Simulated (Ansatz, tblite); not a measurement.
# The cluster Ag₃: a ladder of methods and basis sets

Aim: run the doublet of the cluster Ag₃ at one geometry on many levels, and compare frontier levels, spin and run time.

The runs use Ansatz 0.2.0, Gaussian basis; as each input shows.

Levels to be run: GFN1-xTB, GFN2-xTB, PBE-D4/def2-TZVP, r2SCAN-D4/def2-TZVP, r2SCANh-D4/def2-TZVP, HF/def2-TZVP, revPBE-D4/def2-TZVP, PBE-QIDH/def2-TZVP, LC-ωPBE/def2-TZVP, PBE+5HF/def2-TZVP, PBE+10HF/def2-TZVP, PBE+15HF/def2-TZVP, PBE+35HF/def2-TZVP, PBE+50HF/def2-TZVP, PBE-D4/def2-SVP, PBE0-D4/def2-SVP, PBE0-D4/def2-TZVPD, PBE-D4/def2-TZVPD, r2SCAN-D4/def2-TZVPD, CCSD(T)/def2-TZVP, RPA/def2-TZVP.

1 further run of the same task is left out (for a known fault of the program). Runs told in other sessions of the task aren't counted.

## 1. The structure

The doublet was relaxed beforehand with PBE-D4/def2-TZVP. At that level it is the lowest of the isomers that a small search found.

3 atoms, charge 0, spin multiplicity 2.

Bond lengths: Ag1–Ag2 2.645 Å, Ag1–Ag3 3.024 Å, Ag2–Ag3 2.641 Å. Angles: Ag2–Ag1–Ag3 55.0°, Ag1–Ag2–Ag3 69.8°, Ag1–Ag3–Ag2 55.2°.

As a file:

```xyz
3

Ag    0.4368   -0.8743   -1.3627
Ag   -1.2164    0.7723   -0.1160
Ag    0.7795    0.1020    1.4787
```

Ag takes a core potential in the def2 sets. No spin-orbit coupling is included.

PBE0-D4/def2-TZVP was run before; its log isn't repeated, and its numbers join the tables.

## 2. GFN1-xTB

Tight binding, by tblite at 300 K electronic temperature and without a spin-polarisation term:

```python
tblite.interface.Calculator('GFN1-xTB', numbers, positions, charge=0, uhf=1).singlepoint()
```

Energy -311.4206 eV; 0.003 s.

## 3. GFN2-xTB

Tight binding, by tblite at 300 K electronic temperature and without a spin-polarisation term:

```python
tblite.interface.Calculator('GFN2-xTB', numbers, positions, charge=0, uhf=1).singlepoint()
```

Energy -318.7463 eV; 0.003 s.

## 4. PBE-D4/def2-TZVP

start.molden holds the orbitals of an earlier run on this state, given as this run's starting guess.

Contents of in.yaml:

```yaml
crystal:
  periodic: [false, false, false]
  atoms:
    - {symbol: Ag, position_ang: [0.436817, -0.874273, -1.362665]}
    - {symbol: Ag, position_ang: [-1.216373, 0.772318, -0.116031]}
    - {symbol: Ag, position_ang: [0.779545, 0.101955, 1.478697]}
basis:
  gaussian: {orbitals: def2-TZVP, initial_orbitals: start.molden}
magnetization: {spin_polarized: true, initial_magnetization: 1}
hamiltonian: {xc: pbe, dispersion: d4}
scf: {omitted_lower_state_checks: [starts]}
output: {orbitals: {seedname: orbitals}}
```

Command:

```sh
$ ansatz run in.yaml --threads 4 --pin off --events-out ev --progress --plain --max-ram 3916MiB
```

The runs that follow: r2SCAN-D4/def2-TZVP; r2SCANh-D4/def2-TZVP; HF/def2-TZVP; revPBE-D4/def2-TZVP; PBE-QIDH/def2-TZVP; LC-ωPBE/def2-TZVP; PBE+5HF/def2-TZVP; PBE+10HF/def2-TZVP; PBE+15HF/def2-TZVP; PBE+35HF/def2-TZVP; PBE+50HF/def2-TZVP; PBE-D4/def2-SVP; PBE0-D4/def2-SVP; PBE0-D4/def2-TZVPD; PBE-D4/def2-TZVPD; r2SCAN-D4/def2-TZVPD; CCSD(T)/def2-TZVP; RPA/def2-TZVP.

Before running them: what should the planned runs give, taken together? Wanted: gap in def2-TZVP, named functionals and Hartree-Fock, smallest and largest; gap over the share of exact exchange; correlation energy, CCSD(T)/def2-TZVP; binding an atom, CCSD(T)/def2-TZVP; ⟨S²⟩ in def2-TZVP, named functionals and Hartree-Fock, smallest and largest; PBE0 total energy, smallest basis above largest.

**Answer**, as computed:

| quantity | value |
| --- | --- |
| gap in def2-TZVP, named functionals and Hartree-Fock, smallest and largest | 0.29 eV (PBE-D4), 4.90 eV (LC-ωPBE) |
| gap over the share of exact exchange | 0.29 eV at 0, 2.63 eV at 0.5 |
| correlation energy, CCSD(T)/def2-TZVP | -37.81 eV |
| binding an atom, CCSD(T)/def2-TZVP | 0.779 eV |
| ⟨S²⟩ in def2-TZVP, named functionals and Hartree-Fock, smallest and largest | 0.753, 0.809 |
| PBE0 total energy, smallest basis above largest | 2.99 eV (def2-SVP, def2-TZVP) |

**Reading.** Over the named functionals and Hartree-Fock in def2-TZVP the gap runs from 0.29 eV (PBE-D4) to 4.90 eV (LC-ωPBE); exact exchange widens it. Raising the share of exact exchange from 0 to 0.5 moves the HOMO by -0.75 eV and the LUMO by +1.59 eV. The functionals in def2-TZVP miss CCSD(T)/def2-TZVP by -0.099 (LC-ωPBE) to +0.148 eV (r2SCAN-D4) an atom. CCSD(T)/def2-TZVP isn't at the basis-set limit; small misses against it rank nothing. Over the named functionals and Hartree-Fock in def2-TZVP spin contamination reaches 0.06 (HF), which is small.
